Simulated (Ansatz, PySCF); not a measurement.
Species: NH3 (charge 0, singlet). SMILES: N
Geometry: optimised at B3LYP-D3(BJ)/def2-TZVP (Ansatz, an electronic-structure program).

Property: atomisation energy (electronic, to ground-state atoms), in eV. Cores are frozen in the correlated levels unless marked. UHF or UKS for open shells. No spin-orbit coupling. No relativistic terms. The coupled-cluster limit lacks core correlation, which all-electron functionals hold. Basis-set limits of correlation are two-point, X^-3; Hartree-Fock from the larger set (for Q and 5 zeta extrapolated as (X+1)exp(-9√X)). [CCSD(T)-MP2]/basis is that difference in the basis named.

| level | program | atomisation energy (eV) | minus last row |
|---|---|---|---|
| HF/6-31G | Ansatz | 7.67 | -5.23 |
| HF/cc-pVQZ | Ansatz | 8.69 | -4.21 |
| TPSS/def2-TZVPD | PySCF | 12.95 | 0.05 |
| r2SCAN/def2-TZVPD | Ansatz | 12.69 | -0.21 |
| TPSSh-D4/def2-TZVPD | PySCF + dftd4 | 12.88 | -0.02 |
| r2SCANh/def2-TZVPD | Ansatz | 12.61 | -0.29 |
| MP2/6-31G* | Ansatz | 10.95 | -1.95 |
| MP2/aug-cc-pVQZ | Ansatz | 12.77 | -0.13 |
| MP2/CBS(aug-cc-pVTZ,aug-cc-pVQZ) | Ansatz | 12.90 | 0.00 |
| SCS-MP2/cc-pVDZ | Ansatz | 11.62 | -1.28 |
| SCS-MP2/cc-pVQZ | Ansatz | 12.97 | 0.07 |
| CCSD/def2-SVP | Ansatz | 11.76 | -1.14 |
| CCSD/def2-SVPD | Ansatz | 12.12 | -0.78 |
| CCSD/aug-cc-pVTZ | Ansatz | 12.47 | -0.43 |
| CCSD(T)/aug-cc-pVTZ | Ansatz | 12.63 | -0.27 |
| CCSD(T)/def2-TZVPP | Ansatz | 12.53 | -0.37 |
| CCSD(T)/aug-cc-pVQZ | Ansatz | 12.80 | -0.10 |
| CCSDT(Q)/cc-pVDZ | Ansatz | 11.59 | -1.31 |
| RI-MP2/CBS(aug-cc-pVTZ,aug-cc-pVQZ)+[CCSD(T)-MP2]/aug-cc-pVDZ | Ansatz | 12.95 | 0.05 |
| RI-MP2/CBS(def2-TZVPPD,def2-QZVPPD)+[CCSD(T)-MP2]/def2-TZVPPD | Ansatz | 12.94 | 0.04 |
| CCSD(T)/CBS(cc-pVQZ,cc-pV5Z) | Ansatz | 12.90 | 0.00 |
